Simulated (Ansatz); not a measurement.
# AlF (triplet): the correlation ladder, aug-cc-pVDZ

An exercise on one series of results from a longer session: the logs are not shown, and one member is left open.

Method: aug-cc-pVDZ, core rule «outside noble gas», up to 6 orbitals frozen; program: Ansatz 0.2.0, Gaussian basis.

To be run: UHF; CCSD(T) on ROHF; CCSD(T) on UHF; BCCD(T) on ROHF; CISD as a restricted active space (open shells left free, so some higher excitations enter); CCSDT(Q) on ROHF; CCSDT(Q) on UHF.

24 further runs of the same task are left out: 10 for a known fault of the program, 4 that didn't finish, 10 set aside as unsound or not needed. Runs told in other sessions of the task aren't counted.

## What is computed

The geometry is a PBE0/def2-TZVPD stationary point (not a proven minimum) of the parent state, kept for this charge and spin.

2 atoms, charge 0, spin multiplicity 3.

Atoms are counted from 1 here; the program's logs count them from 0.

Bond lengths: Al1–F2 1.734 Å.

Set-up of the first run:

The input, in.yaml:

```yaml
crystal:
  periodic: [false, false, false]
  atoms:
    - {symbol: Al, position_ang: [0.000000, 0.000000, 0.000000]}
    - {symbol: F, position_ang: [0.000000, 0.000000, 1.734200]}
basis:
  gaussian: {orbitals: aug-cc-pVDZ}
magnetization: {spin_polarized: true, initial_magnetization: 2}
hamiltonian: {xc: hf}
output: {orbitals: {seedname: orbitals}}
```

Launch:

```console
ansatz run in.yaml --threads 1 --pin off --events-out ev --progress --plain --max-ram 2393MiB
```

Steps of the session up to this table: UHF; CCSD(T) on ROHF; CCSD(T) on UHF; BCCD(T) on ROHF; CISD as a restricted active space (open shells left free, so some higher excitations enter); CCSDT(Q) on ROHF; CCSDT(Q) on UHF.

One of the session's tables, all rows but one given; the rest of the session is left out.

```
   method  from UCCSDT(Q) (kJ/mol)
     ROHF                   +644.7
      UHF                   +643.7
     RMP2                        ?
     UMP2                    +25.9
     CISD                    +44.9
    RCCSD                    +17.9
    UCCSD                    +17.9
 RCCSD(T)                     +2.3
 UCCSD(T)                     +2.2
  BCCD(T)                     +1.9
   RCCSDT                     +1.1
   UCCSDT                     +1.1
RCCSDT(Q)                     +0.5
UCCSDT(Q)                        0
```

**Question.** Estimate the row for RMP2.

As computed: from UCCSDT(Q) (kJ/mol): +26.3. In the column «from UCCSDT(Q) (kJ/mol)» it lies between UMP2 (+25.9) and CISD (+44.9).

Limits of these values: Restricted and unrestricted rows rest on different reference determinants; a gap between their highest levels can come from leftover correlation error, from unlike frozen cores or from another state.
